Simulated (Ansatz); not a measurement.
Species, as SMILES: [SiH3] (SiH3), doublet.
Atoms: Si1, H2, H3, H4. Bonds: Si1-H2, Si1-H3, Si1-H4.

Basis-set convergence of the optimised Si1-H2 bond length at HF with Ansatz (a first-principles code). All functions are spherical. The program fits the integrals of some runs and decomposes those of others, by size. Open shells are unrestricted. No added dispersion term, no relativity. Reference: the value in aug-cc-pV(Q+d)Z, 1.4746 Å, itself unsure by roughly 0.0001 Å (its mean distance from def2-QZVPPD, pcseg-3, def2-QZVPP). Deviations are taken from unrounded values.

```
basis            functions
---------------  ---------
cc-pV(D+d)Z             38
def2-SVPD               48
aug-cc-pV(D+d)Z         59
def2-TZVPD              70
cc-pV(T+d)Z             81
jun-cc-pV(T+d)Z         90
def2-TZVPPD             99
aug-cc-pV(T+d)Z        124
cc-pV(Q+d)Z            154
def2-QZVPPD            175
aug-cc-pV(Q+d)Z        227
```

Q: Which is the smallest set listed that can be trusted to 0.003 Å here, that is, within that of the reference together with its larger relatives (same family, alike in diffuse functions; a set with none to test it counts only in the reference's own line)?

A: The smallest set listed that lies within 0.003 Å of the reference with all its larger relatives (same family, alike in diffuse functions; a set with none counts only in the reference's own line) is def2-TZVPD (70 functions, 0.0011 Å off). Value minus reference: cc-pV(D+d)Z 0.0062, def2-SVPD 0.0074, aug-cc-pV(D+d)Z 0.0065, def2-TZVPD 0.0011, cc-pV(T+d)Z 0.0012, jun-cc-pV(T+d)Z 0.0011, def2-TZVPPD 0.0009, aug-cc-pV(T+d)Z 0.0012, cc-pV(Q+d)Z 0.0000, def2-QZVPPD 0.0000, aug-cc-pV(Q+d)Z 0.0000 Å.
